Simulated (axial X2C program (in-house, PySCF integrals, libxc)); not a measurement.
# NPO²⁺: bond lengths and stretches, held linear

One table from this session's results is given with a row withheld; the runs are named, their logs left out.

Method: all-electron X2C, two-component (2c) or spin-free, N dyall-av3z, P dyall-v3z, O dyall-av3z; program: an in-house X2C program for linear molecules on PySCF integrals.

All values are calculated.

2 further runs of the same task are left out: 2 set aside as unsound or not needed.

Set-up of the first run:

The input, task.json:

```json
{"zs": [7, 15, 8], "q": 2, "bas": ["dyall-av3z", "dyall-v3z", "dyall-av3z"], "r0": [1.62, 1.59], "symm": 0, "scan": ["PBE0", "HF", "TPSSh"], "levels": ["PBE0", "HF", "BHandHLYP"], "nst": 2}
```

Keys: zs atomic numbers; q charge; bas basis sets; r0 starting distance in Å; symm equal bonds; scan levels of the two-bond scan; levels methods; nst determinants followed.

On the command line:

```console
$ python solin.py task.json out
```

Masses N 14.003, P 30.974, O 15.995 u.

Steps of the session up to this table: Scan at PBE0, 2c; Scan at TPSSh, 2c; Scan at PBE0, spin-free.

One of the session's tables, all rows but one given; the rest of the session is left out.

```
           level  lower stretch (cm⁻¹)  upper stretch (cm⁻¹)
        PBE0, 2c                 175.6                1421.0
       TPSSh, 2c                 160.6                1369.5
 PBE0, spin-free                     ?                     ?
TPSSh, spin-free                 160.0                1369.6
```

Q: Estimate the row for PBE0, spin-free from the others.

**Answer.** lower stretch (cm⁻¹): 175.2; upper stretch (cm⁻¹): 1421.1. In the column «lower stretch (cm⁻¹)» it lies between TPSSh, 2c (160.6) and PBE0, 2c (175.6).

Scans not shown above were run alike.

A multiply charged ion may be only metastable. The molecule was held linear; bending was not examined, so a bent shape may lie lower. Open-shell Ω = 0 determinants with evenly filled partner blocks cannot be reached by this program, so the Ω shown need not be the lowest component. Note: several unpaired electrons, one determinant need not be a pure state.
